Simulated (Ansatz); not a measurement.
# CH8OSi: the cost of one run

Program: Ansatz 0.2.0. Level of theory: RKS CAM-B3LYP/def2-SVP. These are calculated values, not measurements.

### 1 The system as given

Bond lengths: Si1–C2 2.220 Å, C2–H3 1.110 Å, C2–H4 1.110 Å, C2–H5 1.110 Å, Si1–H6 1.460 Å, Si1–H7 1.459 Å, Si1–H8 1.459 Å, Si1–O9 1.980 Å, O9–H10 1.010 Å. Angles (14 of 17 angles, heavy atoms first): C2–Si1–O9 71.6°, Si1–C2–H3 109.5°, Si1–C2–H4 109.5°, Si1–C2–H5 109.5°, C2–Si1–H6 109.5°, C2–Si1–H7 109.5°, C2–Si1–H8 109.5°, H6–Si1–O9 170.0°, H7–Si1–O9 61.6°, H8–Si1–O9 78.8°, Si1–O9–H10 109.5°, H3–C2–H4 109.4°, H3–C2–H5 109.4°, H4–C2–H5 109.4°.

Coordinates:

```xyz
11

Si    0.0000    0.0000    0.0000
C     0.0000    0.0000    2.2200
H    -0.9996   -0.3092    2.5905
H     0.7676   -0.7111    2.5905
H     0.2320    1.0203    2.5905
H     1.3768    0.0000   -0.4862
H    -0.6877    1.1914   -0.4862
H    -0.6877   -1.1914   -0.4862
O    -1.8477    0.3412    0.6243
H    -2.4944   -0.2152    0.0837
H    -1.2238    0.2260    1.7514
```

### 2 Pulling towards end A

Springs on the bonds that form and break draw the guess towards this end; the thresholds are loose.

Contents of input.yaml:

```yaml
crystal:
  periodic: [false, false, false]
  atoms:
    - { symbol: Si, position_ang: [0.0, 0.0, 0.0] }
    - { symbol: C, position_ang: [0.0, 0.0, 2.22] }
    - { symbol: H, position_ang: [-0.9996, -0.3092, 2.5905] }
    - { symbol: H, position_ang: [0.7676, -0.7111, 2.5905] }
    - { symbol: H, position_ang: [0.232, 1.0203, 2.5905] }
    - { symbol: H, position_ang: [1.3768, 0.0, -0.4862] }
    - { symbol: H, position_ang: [-0.6877, 1.1914, -0.4862] }
    - { symbol: H, position_ang: [-0.6877, -1.1914, -0.4862] }
    - { symbol: O, position_ang: [-1.8477, 0.3412, 0.6243] }
    - { symbol: H, position_ang: [-2.4944, -0.2152, 0.0837] }
    - { symbol: H, position_ang: [-1.2238, 0.226, 1.7514] }
basis:
  gaussian: { orbitals: def2-SVP }
hamiltonian:
  xc: cam_b3lyp
relax:
  f_tol: 0.15
  max_steps: 25
  restrain:
    - { distance: [0, 8], at: 2.88, k: 30.0 }
    - { distance: [10, 1], at: 2.31, k: 30.0 }
    - { distance: [0, 1], at: 1.87, k: 30.0 }
    - { distance: [10, 8], at: 1.01, k: 30.0 }
```

Started as:

```console
> ansatz run input.yaml --threads 2 --pin off --max-ram 3072MiB --backend cpu --events-out ev --progress --plain --runs-dir out
```

What time and memory should one allow on 2 threads of AMD EPYC 7R43 (Zen 3), shared host?

About 26 s, with a peak of 0.19 GiB.
